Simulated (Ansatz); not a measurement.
Born–Oppenheimer molecular dynamics of BH₆Si₂ (9 atoms, charge -1, multiplicity 1). It starts from a relaxed structure.

All numbers below come from RKS PBE/def2-SVP (Ansatz).

```yaml
ensemble: NVE (velocity Verlet)
time_step: 1 fs
steps_asked: 150
starting_velocities_drawn_for: 100 K
seed: 497594
```

First frame:

```xyz
9
Properties=species:S:1:pos:R:3
B -0.811 0.086 -0.659
Si 0.789 0.806 0.337
Si -0.070 -1.131 1.355
H -0.590 -0.366 -1.781
H -1.843 0.741 -0.505
H 0.683 2.126 1.079
H 2.158 0.783 -0.315
H -1.181 -1.036 0.018
H 0.866 -2.007 0.472
```

Problem. How far do the bonds stretch over the last three quarters of this one trajectory? (Pairs bonded in most of those frames.)

Solution. 
```json
{"bond": "B1–Si2", "mean (Å)": "2.019", "spread (Å)": "0.007", "shortest": "2.01", "longest": "2.03"}
{"bond": "B1–H4", "mean (Å)": "1.232", "spread (Å)": "0.019", "shortest": "1.20", "longest": "1.27"}
{"bond": "B1–H5", "mean (Å)": "1.233", "spread (Å)": "0.021", "shortest": "1.20", "longest": "1.27"}
{"bond": "B1–H8", "mean (Å)": "1.363", "spread (Å)": "0.020", "shortest": "1.33", "longest": "1.41"}
{"bond": "Si2–Si3", "mean (Å)": "2.350", "spread (Å)": "0.010", "shortest": "2.33", "longest": "2.36"}
{"bond": "Si2–H6", "mean (Å)": "1.519", "spread (Å)": "0.019", "shortest": "1.49", "longest": "1.55"}
{"bond": "Si2–H7", "mean (Å)": "1.517", "spread (Å)": "0.013", "shortest": "1.50", "longest": "1.53"}
{"bond": "Si3–H8", "mean (Å)": "1.744", "spread (Å)": "0.045", "shortest": "1.66", "longest": "1.82"}
{"bond": "Si3–H9", "mean (Å)": "1.556", "spread (Å)": "0.011", "shortest": "1.54", "longest": "1.57"}
```

Mean temperature of the second half: 50 K. The conserved energy stayed within 0.16 meV per atom of its start (net change 0.12 meV per atom), so the integration is sound. The temperature averaged 0.50 of the 100 K drawn at the start: a run that starts near a minimum puts about half its kinetic energy into the potential. A run of 0.15 ps of so small a system gives no equilibrium averages. Limits of this set-up: an anion without diffuse functions, the dipole of an ion depends on the origin.

Time of the run: 3.7 min on 1 thread of Arm Neoverse V1 (shared host), peak memory 0.096 GiB.
